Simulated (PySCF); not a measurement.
## 2,3-dihydrofuran: 4 charge schemes on one density

Compound: 2,3-dihydrofuran, C4H6O.
Geometry (GFN2-xTB, Å), atoms numbered from 1 in this order:
```xyz
11
C4H6O angstrom
C      0.8428   -0.8286    0.0196
C      1.3477    0.3579   -0.2824
O      0.4434    1.3720   -0.3271
C     -0.8394    0.8194   -0.0219
C     -0.6409   -0.6885    0.2280
H      1.3702   -1.7563    0.1077
H      2.3604    0.6466   -0.4970
H     -1.2302    1.3415    0.8566
H     -1.5021    1.0185   -0.8695
H     -1.2083   -1.2995   -0.4773
H     -0.9381   -0.9804    1.2374
```

Density: PBE0/pcSseg-1 (PySCF); schemes: Mulliken, IAO, Hirshfeld and ESP-fitted. Geometry: GFN2-xTB; no solvent, vibrations or thermal averaging.

Task: Which atoms carry the lowest charge in the Mulliken, IAO, Hirshfeld and ESP-fitted schemes?

Result: The schemes don't all agree: Mulliken O3 (-0.473); IAO O3 (-0.350); Hirshfeld O3 (-0.133); ESP-fitted C1 (-0.289).

Task: Which atoms carry the highest charge in the Mulliken, IAO, Hirshfeld and ESP-fitted schemes?

Result: The schemes don't all agree: Mulliken C2 (+0.202); IAO H7 (+0.168); Hirshfeld H7 (+0.063); ESP-fitted C5 (+0.205).

Task: For which atoms does the sign change between the 4 schemes (beyond +0.03 e in one, beyond −0.03 e in another)?

Result: C4 and C5.

Task: Tabulate the Mulliken, IAO, Hirshfeld and ESP-fitted charges.

Result: In e:

```csv
atom,environment,Mulliken,IAO,Hirshfeld,ESP-fitted
C1,alkene CH carbon,-0.292,-0.258,-0.101,-0.289
C2,vinylic carbon bearing oxygen,+0.202,+0.048,+0.016,-0.004
O3,cyclic ether oxygen,-0.473,-0.350,-0.133,-0.282
C4,sp3 carbon bound to oxygen,+0.072,-0.062,+0.013,-0.019
C5,allylic carbon,-0.223,-0.281,-0.075,+0.205
H6,vinylic hydrogen,+0.093,+0.160,+0.048,+0.117
H7,vinylic hydrogen,+0.106,+0.168,+0.063,+0.150
H8,methylene hydrogen,+0.121,+0.145,+0.044,+0.077
H9,methylene hydrogen,+0.121,+0.145,+0.044,+0.074
H10,methylene hydrogen,+0.136,+0.143,+0.041,-0.016
H11,methylene hydrogen,+0.136,+0.143,+0.041,-0.014
```

Mean size of the charges over all atoms: Mulliken 0.180 e, IAO 0.173 e, ESP-fitted 0.113 e, Hirshfeld 0.056 e. Each set sums to the total charge, 0, to within 0.001 e. The ESP scheme fits charges at the nuclei, held to the total charge, to the electrostatic potential on points at 1.4 to 2.0 times the van der Waals radii.

Task: How closely do the schemes follow one another over all atoms?

Result: Correlation coefficient and root-mean-square difference: IAO with Hirshfeld 0.98, 0.130 e; Mulliken with Hirshfeld 0.96, 0.149 e; Mulliken with IAO 0.93, 0.080 e; Hirshfeld with ESP-fitted 0.65, 0.120 e; Mulliken with ESP-fitted 0.60, 0.171 e; IAO with ESP-fitted 0.55, 0.167 e.

Task: Sum the charges by element, for elements with more than one atom.

Result: 
```
element  atoms  Mulliken     IAO  Hirshfeld  ESP-fitted
      C      4    -0.241  -0.553     -0.147      -0.106
      H      6    +0.714  +0.903     +0.281      +0.388
```

Task: How many electrons does the Mulliken scheme count on C5?

Result: Z − q = 6 − (-0.223) = 6.223.
